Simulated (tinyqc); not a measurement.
Inside a calculation (part 1 of 2). Method: UKS/BLYP in the sto-6g basis, for OH+, spin multiplicity 3. Computed by tinyqc, a small Python program that keeps every step (integrals from PySCF). Settings: charge = 1, multiplicity = 3, basis = sto-6g, energy threshold = 1e-08, iteration cap = 59, orthogonalisation = canonical, start = atomic densities, DIIS depth = 8, method = UKS, functional = blyp, grid = [20, 50]. Command: `OMP_NUM_THREADS=1 python tinyqc.py 26466 26467 out.jsonl` (the two numbers bound the seeds that draw the settings). One thread of a shared host (Intel(R) Xeon(R) Processor @ 2.60GHz), about 2 s of CPU time with the checks. Later iterations appear only in the table of the cycle.

## One-electron integrals

Geometry (angstrom):
```
atom         x         y         z
O     0.000000  0.000000  0.000000
H     0.000000  0.000000  1.520000
```

Basis sto-6g: exponents (1/bohr^2) and contraction coefficients of normalised primitives:
```
element  l (shell)     exponent  coefficient
O            s (1)  1355.584234     0.009164
O            s (1)   248.544885     0.049361
O            s (1)    69.533902     0.168538
O            s (1)    23.886772     0.370563
O            s (1)     9.275933     0.416492
O            s (1)     3.820341     0.130334
O            s (2)    52.187762    -0.013253
O            s (2)    10.329320    -0.046992
O            s (2)     3.210345    -0.033785
O            s (2)     1.235135     0.250242
O            s (2)     0.536420     0.595117
O            s (2)     0.245881     0.240706
O            p (3)    52.187762     0.003760
O            p (3)    10.329320     0.037679
O            p (3)     3.210345     0.173897
O            p (3)     1.235135     0.418036
O            p (3)     0.536420     0.425860
O            p (3)     0.245881     0.101708
H            s (1)    35.523221     0.009164
H            s (1)     6.513144     0.049361
H            s (1)     1.822143     0.168538
H            s (1)     0.625955     0.370563
H            s (1)     0.243077     0.416492
H            s (1)     0.100112     0.130334
```

Overlap, kinetic and nuclear-attraction integrals over the contracted functions; the nuclear repulsion is the sum of Za Zb / Rab.

nuclear repulsion = 2.78514322 hartree

overlap S, order 1O 1s, 1O 2s, 1O 2px, 1O 2py, 1O 2pz, 2H 1s:
$$\begin{pmatrix}
1.000000 & 0.231145 & 0.000000 & 0.000000 & 0.000000 & 0.015095 \\
0.231145 & 1.000000 & 0.000000 & 0.000000 & 0.000000 & 0.194951 \\
0.000000 & 0.000000 & 1.000000 & 0.000000 & 0.000000 & 0.000000 \\
0.000000 & 0.000000 & 0.000000 & 1.000000 & 0.000000 & 0.000000 \\
0.000000 & 0.000000 & 0.000000 & 0.000000 & 1.000000 & 0.191292 \\
0.015095 & 0.194951 & 0.000000 & 0.000000 & 0.191292 & 1.000000
\end{pmatrix}$$

kinetic energy T (hartree), order 1O 1s, 1O 2s, 1O 2px, 1O 2py, 1O 2pz, 2H 1s:
$$\begin{pmatrix}
29.327197 & -0.896024 & 0.000000 & 0.000000 & 0.000000 & -0.004841 \\
-0.896024 & 0.842618 & 0.000000 & 0.000000 & 0.000000 & -0.007806 \\
0.000000 & 0.000000 & 2.531309 & 0.000000 & 0.000000 & 0.000000 \\
0.000000 & 0.000000 & 0.000000 & 2.531309 & 0.000000 & 0.000000 \\
0.000000 & 0.000000 & 0.000000 & 0.000000 & 2.531309 & 0.033209 \\
-0.004841 & -0.007806 & 0.000000 & 0.000000 & 0.033209 & 0.768522
\end{pmatrix}$$

nuclear attraction V (hartree), order 1O 1s, 1O 2s, 1O 2px, 1O 2py, 1O 2pz, 2H 1s:
$$\begin{pmatrix}
-61.606458 & -6.231753 & 0.000000 & 0.000000 & -0.006513 & -0.463804 \\
-6.231753 & -9.348363 & 0.000000 & 0.000000 & -0.077540 & -1.244659 \\
0.000000 & 0.000000 & -9.335588 & 0.000000 & 0.000000 & 0.000000 \\
0.000000 & 0.000000 & 0.000000 & -9.335588 & 0.000000 & 0.000000 \\
-0.006513 & -0.077540 & 0.000000 & 0.000000 & -9.372719 & -1.065369 \\
-0.463804 & -1.244659 & 0.000000 & 0.000000 & -1.065369 & -4.014464
\end{pmatrix}$$

core Hamiltonian H = T + V (hartree), order 1O 1s, 1O 2s, 1O 2px, 1O 2py, 1O 2pz, 2H 1s:
$$\begin{pmatrix}
-32.279261 & -7.127777 & 0.000000 & 0.000000 & -0.006513 & -0.468645 \\
-7.127777 & -8.505744 & 0.000000 & 0.000000 & -0.077540 & -1.252464 \\
0.000000 & 0.000000 & -6.804279 & 0.000000 & 0.000000 & 0.000000 \\
0.000000 & 0.000000 & 0.000000 & -6.804279 & 0.000000 & 0.000000 \\
-0.006513 & -0.077540 & 0.000000 & 0.000000 & -6.841410 & -1.032160 \\
-0.468645 & -1.252464 & 0.000000 & 0.000000 & -1.032160 & -3.245942
\end{pmatrix}$$

## Two-electron integrals

Functions are numbered as in S; the eight-fold symmetry (ij|kl) = (ji|kl) = (kl|ij) leaves the list below.

Two-electron integrals (ij|kl) in chemists' order, unique and non-zero (hartree):
```
(11|11) 4.787491   (21|11) 0.675884   (21|21) 0.121505   (22|11) 1.117379
(22|21) 0.249212   (22|22) 0.817383   (31|31) 0.025762   (32|31) 0.039145
(32|32) 0.180664   (33|11) 1.117381   (33|21) 0.249212   (33|22) 0.817382
(33|33) 0.880663   (41|41) 0.025762   (42|41) 0.039145   (42|42) 0.180664
(43|43) 0.047461   (44|11) 1.117381   (44|21) 0.249212   (44|22) 0.817382
(44|33) 0.785741   (44|44) 0.880663   (51|51) 0.025762   (52|51) 0.039145
(52|52) 0.180664   (53|53) 0.047461   (54|54) 0.047461   (55|11) 1.117381
(55|21) 0.249212   (55|22) 0.817382   (55|33) 0.785741   (55|44) 0.785741
(55|55) 0.880663   (61|11) 0.046785   (61|21) 0.008076   (61|22) 0.016252
(61|33) 0.016219   (61|44) 0.016219   (61|51) 0.000395   (61|52) 0.000782
(61|55) 0.016317   (61|61) 0.000547   (62|11) 0.140663   (62|21) 0.031944
(62|22) 0.119598   (62|33) 0.117516   (62|44) 0.117516   (62|51) 0.002556
(62|52) 0.020529   (62|55) 0.123764   (62|61) 0.002143   (62|62) 0.024173
(63|31) 0.003168   (63|32) 0.019008   (63|53) 0.004035   (63|63) 0.003011
(64|41) 0.003168   (64|42) 0.019008   (64|54) 0.004035   (64|64) 0.003011
(65|11) 0.114903   (65|21) 0.026412   (65|22) 0.105178   (65|33) 0.100882
(65|44) 0.100882   (65|51) 0.004893   (65|52) 0.035021   (65|55) 0.113771
(65|61) 0.001834   (65|62) 0.025779   (65|65) 0.030064   (66|11) 0.346809
(66|21) 0.080123   (66|22) 0.344056   (66|33) 0.333772   (66|44) 0.333772
(66|51) 0.006310   (66|52) 0.072303   (66|55) 0.364626   (66|61) 0.005386
(66|62) 0.098695   (66|65) 0.119008   (66|66) 0.774999
```

## Orthogonalisation

S = U s U^T; canonical form X = U s^(-1/2), so that X^T S X = 1. Each column of U has its largest component positive (the first on a tie).

eigenvalues of S: [0.675127, 0.859325, 1.000000, 1.000000, 1.125982, 1.339566]

X, order 1O 1s, 1O 2s, 1O 2px, 1O 2py, 1O 2pz, 2H 1s:
$$\begin{pmatrix}
-0.519475 & 0.616746 & 0.000000 & 0.000000 & -0.505857 & 0.389109 \\
0.774147 & -0.343797 & 0.000000 & 0.000000 & -0.302129 & 0.540295 \\
0.000000 & 0.000000 & 0.999986 & -0.005343 & 0.000000 & 0.000000 \\
0.000000 & 0.000000 & 0.005343 & 0.999986 & 0.000000 & 0.000000 \\
0.396952 & 0.657023 & 0.000000 & 0.000000 & 0.614243 & 0.270257 \\
-0.674148 & -0.483169 & 0.000000 & 0.000000 & 0.404531 & 0.479737
\end{pmatrix}$$

Within a degenerate level the vectors are fixed only up to a rotation; this is one choice.

## Starting guess

The start is atomic minimal-basis densities projected into this basis (PySCF's MINAO start) and scaled to the electron count of each spin; this density is not idempotent, so its energy is not variational and may lie below the converged one.

D(alpha) at the start, order 1O 1s, 1O 2s, 1O 2px, 1O 2py, 1O 2pz, 2H 1s:
$$\begin{pmatrix}
1.190943 & -0.273483 & 0.000000 & 0.000000 & 0.003228 & -0.007358 \\
-0.273483 & 1.183229 & 0.000000 & 0.000000 & -0.017128 & 0.034674 \\
0.000000 & 0.000000 & 0.727656 & 0.000000 & 0.000000 & 0.000000 \\
0.000000 & 0.000000 & 0.000000 & 0.727656 & 0.000000 & 0.000000 \\
0.003228 & -0.017128 & 0.000000 & 0.000000 & 0.700915 & 0.072797 \\
-0.007358 & 0.034674 & 0.000000 & 0.000000 & 0.072797 & 0.554881
\end{pmatrix}$$

D(beta) at the start, order 1O 1s, 1O 2s, 1O 2px, 1O 2py, 1O 2pz, 2H 1s:
$$\begin{pmatrix}
0.714566 & -0.164090 & 0.000000 & 0.000000 & 0.001937 & -0.004415 \\
-0.164090 & 0.709937 & 0.000000 & 0.000000 & -0.010277 & 0.020805 \\
0.000000 & 0.000000 & 0.436594 & 0.000000 & 0.000000 & 0.000000 \\
0.000000 & 0.000000 & 0.000000 & 0.436594 & 0.000000 & 0.000000 \\
0.001937 & -0.010277 & 0.000000 & 0.000000 & 0.420549 & 0.043678 \\
-0.004415 & 0.020805 & 0.000000 & 0.000000 & 0.043678 & 0.332928
\end{pmatrix}$$

## Iteration 1: exchange-correlation on the grid

Becke grid with 20 radial and 50 angular points per atom, points of zero weight dropped. rho = sum D_ij phi_i phi_j; V_xc,ij = sum w v_xc phi_i phi_j plus the gradient terms; v_xc is d(rho eps)/d rho(s) for spin s at fixed gradient.

The 16 grid points with the largest w rho, of 1990 (bohr, atomic units):
```
x                  y          z         w  rho(alpha)  rho(beta)     eps_xc  v_xc(alpha)
0.738980   -0.738980   0.000000  0.094693    0.203763   0.122258  -0.590705    -0.734027
-0.738980   0.738980   0.000000  0.094693    0.203763   0.122258  -0.590705    -0.734027
-0.738980  -0.738980   0.000000  0.094693    0.203763   0.122258  -0.590705    -0.734027
0.738980    0.738980   0.000000  0.094693    0.203763   0.122258  -0.590705    -0.734027
0.738980    0.000000  -0.738980  0.094697    0.203217   0.121930  -0.590307    -0.733322
0.000000   -0.738980  -0.738980  0.094697    0.203217   0.121930  -0.590307    -0.733322
-0.738980   0.000000  -0.738980  0.094697    0.203217   0.121930  -0.590307    -0.733322
0.000000    0.738980  -0.738980  0.094697    0.203217   0.121930  -0.590307    -0.733322
-0.738980   0.000000   0.738980  0.093970    0.202457   0.121474  -0.588555    -0.733136
0.738980    0.000000   0.738980  0.093970    0.202457   0.121474  -0.588555    -0.733136
0.000000    0.738980   0.738980  0.093970    0.202457   0.121474  -0.588555    -0.733136
0.000000   -0.738980   0.738980  0.093970    0.202457   0.121474  -0.588555    -0.733136
-0.603375   0.603375  -0.603375  0.088484    0.203615   0.122169  -0.590642    -0.733807
-0.603375  -0.603375  -0.603375  0.088484    0.203615   0.122169  -0.590642    -0.733807
0.603375   -0.603375  -0.603375  0.088484    0.203615   0.122169  -0.590642    -0.733807
0.603375    0.603375  -0.603375  0.088484    0.203615   0.122169  -0.590642    -0.733807
```

electrons on the grid, sum of w rho = 8.000176

E_xc = sum of w rho eps_xc = -7.76786835 hartree

V_xc(alpha) (hartree), order 1O 1s, 1O 2s, 1O 2px, 1O 2py, 1O 2pz, 2H 1s:
$$\begin{pmatrix}
-3.234334 & -0.388170 & 0.000000 & 0.000000 & 0.000198 & -0.027979 \\
-0.388170 & -0.781539 & 0.000000 & 0.000000 & -0.002015 & -0.106615 \\
0.000000 & 0.000000 & -0.780823 & 0.000000 & 0.000000 & 0.000000 \\
0.000000 & 0.000000 & 0.000000 & -0.780823 & 0.000000 & 0.000000 \\
0.000198 & -0.002015 & 0.000000 & 0.000000 & -0.782936 & -0.094612 \\
-0.027979 & -0.106615 & 0.000000 & 0.000000 & -0.094612 & -0.450048
\end{pmatrix}$$

V_xc(beta) (hartree), order 1O 1s, 1O 2s, 1O 2px, 1O 2py, 1O 2pz, 2H 1s:
$$\begin{pmatrix}
-2.807056 & -0.339792 & 0.000000 & 0.000000 & 0.000164 & -0.024441 \\
-0.339792 & -0.688221 & 0.000000 & 0.000000 & -0.002458 & -0.094702 \\
0.000000 & 0.000000 & -0.687374 & 0.000000 & 0.000000 & 0.000000 \\
0.000000 & 0.000000 & 0.000000 & -0.687374 & 0.000000 & 0.000000 \\
0.000164 & -0.002458 & 0.000000 & 0.000000 & -0.689891 & -0.084408 \\
-0.024441 & -0.094702 & 0.000000 & 0.000000 & -0.084408 & -0.400266
\end{pmatrix}$$

## Iteration 1: building the Kohn-Sham matrix

J_ij = sum D_kl (ij|kl) with D = D(alpha) + D(beta); F = H + J + V_xc; E = tr D H + tr D J / 2 + E_xc + E_nn.

Coulomb J (hartree), order 1O 1s, 1O 2s, 1O 2px, 1O 2py, 1O 2pz, 2H 1s:
$$\begin{pmatrix}
14.850590 & 2.593784 & 0.000000 & 0.000000 & 0.005137 & 0.174307 \\
2.593784 & 6.621304 & 0.000000 & 0.000000 & 0.065111 & 0.974091 \\
0.000000 & 0.000000 & 6.612296 & 0.000000 & 0.000000 & 0.000000 \\
0.000000 & 0.000000 & 0.000000 & 6.612296 & 0.000000 & 0.000000 \\
0.005137 & 0.065111 & 0.000000 & 0.000000 & 6.639320 & 0.871055 \\
0.174307 & 0.974091 & 0.000000 & 0.000000 & 0.871055 & 3.150886
\end{pmatrix}$$

F(alpha) (hartree), order 1O 1s, 1O 2s, 1O 2px, 1O 2py, 1O 2pz, 2H 1s:
$$\begin{pmatrix}
-20.663005 & -4.922163 & 0.000000 & 0.000000 & -0.001178 & -0.322317 \\
-4.922163 & -2.665979 & 0.000000 & 0.000000 & -0.014444 & -0.384988 \\
0.000000 & 0.000000 & -0.972806 & 0.000000 & 0.000000 & 0.000000 \\
0.000000 & 0.000000 & 0.000000 & -0.972806 & 0.000000 & 0.000000 \\
-0.001178 & -0.014444 & 0.000000 & 0.000000 & -0.985025 & -0.255717 \\
-0.322317 & -0.384988 & 0.000000 & 0.000000 & -0.255717 & -0.545105
\end{pmatrix}$$

F(beta) (hartree), order 1O 1s, 1O 2s, 1O 2px, 1O 2py, 1O 2pz, 2H 1s:
$$\begin{pmatrix}
-20.235727 & -4.873785 & 0.000000 & 0.000000 & -0.001212 & -0.318780 \\
-4.873785 & -2.572661 & 0.000000 & 0.000000 & -0.014887 & -0.373075 \\
0.000000 & 0.000000 & -0.879357 & 0.000000 & 0.000000 & 0.000000 \\
0.000000 & 0.000000 & 0.000000 & -0.879357 & 0.000000 & 0.000000 \\
-0.001212 & -0.014887 & 0.000000 & 0.000000 & -0.891980 & -0.245513 \\
-0.318780 & -0.373075 & 0.000000 & 0.000000 & -0.245513 & -0.495323
\end{pmatrix}$$

total energy of this density = -70.86496923 hartree

This density is the starting one; it is not idempotent, so its energy is not variational and may lie below the converged one.

## Iteration 1: diagonalisation and new density

Diagonalise F' = X^T F X, C = X C', fill 5 alpha and 3 beta electrons from the bottom; D(s) = C_occ C_occ^T. Each column has its largest component positive (the first on a tie).

F' = X^T F X (alpha) (hartree):
$$\begin{pmatrix}
-3.313226 & 3.930964 & 0.000000 & 0.000000 & -3.923627 & 3.184884 \\
3.930964 & -6.407816 & 0.000000 & 0.000000 & 5.791750 & -5.416067 \\
0.000000 & 0.000000 & -0.972806 & 0.000000 & 0.000000 & 0.000000 \\
0.000000 & 0.000000 & 0.000000 & -0.972806 & 0.000000 & 0.000000 \\
-3.923627 & 5.791750 & 0.000000 & 0.000000 & -7.391212 & 6.049095 \\
3.184884 & -5.416067 & 0.000000 & 0.000000 & 6.049095 & -6.564437
\end{pmatrix}$$

orbital energies (alpha) (hartree): MO1 -20.664206, MO2 -1.578053, MO3 -0.992902, MO4 -0.972806, MO5 -0.972806, MO6 -0.441531

coefficients C (alpha), order 1O 1s, 1O 2s, 1O 2px, 1O 2py, 1O 2pz, 2H 1s:
$$\begin{pmatrix}
0.998068 & -0.245195 & 0.010333 & 0.000000 & 0.000000 & 0.034073 \\
0.008291 & 1.026471 & -0.051880 & 0.000000 & 0.000000 & -0.210465 \\
0.000000 & 0.000000 & 0.000000 & -0.010914 & 0.999940 & 0.000000 \\
0.000000 & 0.000000 & 0.000000 & 0.999940 & 0.010914 & 0.000000 \\
0.000260 & 0.024131 & 0.967866 & 0.000000 & 0.000000 & -0.319745 \\
-0.001034 & 0.004927 & 0.127098 & 0.000000 & 0.000000 & 1.032251
\end{pmatrix}$$

F' = X^T F X (beta) (hartree):
$$\begin{pmatrix}
-3.159299 & 3.832538 & 0.000000 & 0.000000 & -3.831522 & 3.130597 \\
3.832538 & -6.207446 & 0.000000 & 0.000000 & 5.697050 & -5.319170 \\
0.000000 & 0.000000 & -0.879357 & 0.000000 & 0.000000 & 0.000000 \\
0.000000 & 0.000000 & 0.000000 & -0.879357 & 0.000000 & 0.000000 \\
-3.831522 & 5.697050 & 0.000000 & 0.000000 & -7.214420 & 5.960540 \\
3.130597 & -5.319170 & 0.000000 & 0.000000 & 5.960540 & -6.423903
\end{pmatrix}$$

orbital energies (beta) (hartree): MO1 -20.237938, MO2 -1.478150, MO3 -0.902574, MO4 -0.879357, MO5 -0.879357, MO6 -0.386406

coefficients C (beta), order 1O 1s, 1O 2s, 1O 2px, 1O 2py, 1O 2pz, 2H 1s:
$$\begin{pmatrix}
0.997339 & -0.247793 & 0.012057 & 0.000000 & 0.000000 & 0.036003 \\
0.011352 & 1.024719 & -0.060135 & 0.000000 & 0.000000 & -0.216575 \\
0.000000 & 0.000000 & 0.000000 & 0.091756 & 0.995782 & 0.000000 \\
0.000000 & 0.000000 & 0.000000 & 0.995782 & -0.091756 & 0.000000 \\
0.000342 & 0.024697 & 0.959887 & 0.000000 & 0.000000 & -0.342914 \\
-0.001446 & 0.012847 & 0.151652 & 0.000000 & 0.000000 & 1.028861
\end{pmatrix}$$

D(alpha) after iteration 1, order 1O 1s, 1O 2s, 1O 2px, 1O 2py, 1O 2pz, 2H 1s:
$$\begin{pmatrix}
1.056367 & -0.243947 & 0.000000 & 0.000000 & 0.004344 & -0.000927 \\
-0.243947 & 1.056404 & 0.000000 & 0.000000 & -0.025441 & -0.001545 \\
0.000000 & 0.000000 & 1.000000 & 0.000000 & 0.000000 & 0.000000 \\
0.000000 & 0.000000 & 0.000000 & 1.000000 & 0.000000 & 0.000000 \\
0.004344 & -0.025441 & 0.000000 & 0.000000 & 0.937346 & 0.123132 \\
-0.000927 & -0.001545 & 0.000000 & 0.000000 & 0.123132 & 0.016179
\end{pmatrix}$$

D(beta) after iteration 1, order 1O 1s, 1O 2s, 1O 2px, 1O 2py, 1O 2pz, 2H 1s:
$$\begin{pmatrix}
1.056232 & -0.243321 & 0.000000 & 0.000000 & 0.005795 & -0.002797 \\
-0.243321 & 1.053795 & 0.000000 & 0.000000 & -0.032412 & 0.004028 \\
0.000000 & 0.000000 & 0.000000 & 0.000000 & 0.000000 & 0.000000 \\
0.000000 & 0.000000 & 0.000000 & 0.000000 & 0.000000 & 0.000000 \\
0.005795 & -0.032412 & 0.000000 & 0.000000 & 0.921993 & 0.145886 \\
-0.002797 & 0.004028 & 0.000000 & 0.000000 & 0.145886 & 0.023166
\end{pmatrix}$$

Within a degenerate level the vectors are fixed only up to a rotation; this is one choice.

## Iteration 2: exchange-correlation on the grid

As before.

The 16 grid points with the largest w rho, of 1990 (bohr, atomic units):
```
x                  y          z         w  rho(alpha)  rho(beta)     eps_xc  v_xc(alpha)
0.315102    0.315102  -0.945307  0.084623    0.239958   0.205747  -0.642019    -0.785246
-0.315102   0.315102  -0.945307  0.084623    0.239958   0.205747  -0.642019    -0.785246
0.315102   -0.315102  -0.945307  0.084623    0.239958   0.205747  -0.642019    -0.785246
-0.315102  -0.315102  -0.945307  0.084623    0.239958   0.205747  -0.642019    -0.785246
0.000000    0.738980  -0.738980  0.094697    0.242554   0.151210  -0.625244    -0.779403
0.738980    0.000000  -0.738980  0.094697    0.242554   0.151210  -0.625244    -0.779403
-0.738980   0.000000  -0.738980  0.094697    0.242554   0.151210  -0.625244    -0.779403
0.000000   -0.738980  -0.738980  0.094697    0.242554   0.151210  -0.625244    -0.779403
-0.315102  -0.315102   0.945307  0.082605    0.237347   0.201988  -0.637868    -0.783115
0.315102   -0.315102   0.945307  0.082605    0.237347   0.201988  -0.637868    -0.783115
-0.315102   0.315102   0.945307  0.082605    0.237347   0.201988  -0.637868    -0.783115
0.315102    0.315102   0.945307  0.082605    0.237347   0.201988  -0.637868    -0.783115
0.000000   -0.738980   0.738980  0.093970    0.239141   0.146618  -0.621186    -0.775685
-0.738980   0.000000   0.738980  0.093970    0.239141   0.146618  -0.621186    -0.775685
0.738980    0.000000   0.738980  0.093970    0.239141   0.146618  -0.621186    -0.775685
0.000000    0.738980   0.738980  0.093970    0.239141   0.146618  -0.621186    -0.775685
```

electrons on the grid, sum of w rho = 8.000332

E_xc = sum of w rho eps_xc = -8.57245094 hartree

V_xc(alpha) (hartree), order 1O 1s, 1O 2s, 1O 2px, 1O 2py, 1O 2pz, 2H 1s:
$$\begin{pmatrix}
-3.141823 & -0.387434 & 0.000000 & 0.000000 & 0.000327 & -0.027785 \\
-0.387434 & -0.816148 & 0.000000 & 0.000000 & 0.000631 & -0.102297 \\
0.000000 & 0.000000 & -0.814773 & 0.000000 & 0.000000 & 0.000000 \\
0.000000 & 0.000000 & 0.000000 & -0.814773 & 0.000000 & 0.000000 \\
0.000327 & 0.000631 & 0.000000 & 0.000000 & -0.818858 & -0.084056 \\
-0.027785 & -0.102297 & 0.000000 & 0.000000 & -0.084056 & -0.228131
\end{pmatrix}$$

V_xc(beta) (hartree), order 1O 1s, 1O 2s, 1O 2px, 1O 2py, 1O 2pz, 2H 1s:
$$\begin{pmatrix}
-3.112103 & -0.364027 & 0.000000 & 0.000000 & 0.000425 & -0.026433 \\
-0.364027 & -0.684382 & 0.000000 & 0.000000 & 0.001300 & -0.091437 \\
0.000000 & 0.000000 & -0.644024 & 0.000000 & 0.000000 & 0.000000 \\
0.000000 & 0.000000 & 0.000000 & -0.644024 & 0.000000 & 0.000000 \\
0.000425 & 0.001300 & 0.000000 & 0.000000 & -0.765128 & -0.081163 \\
-0.026433 & -0.091437 & 0.000000 & 0.000000 & -0.081163 & -0.242270
\end{pmatrix}$$
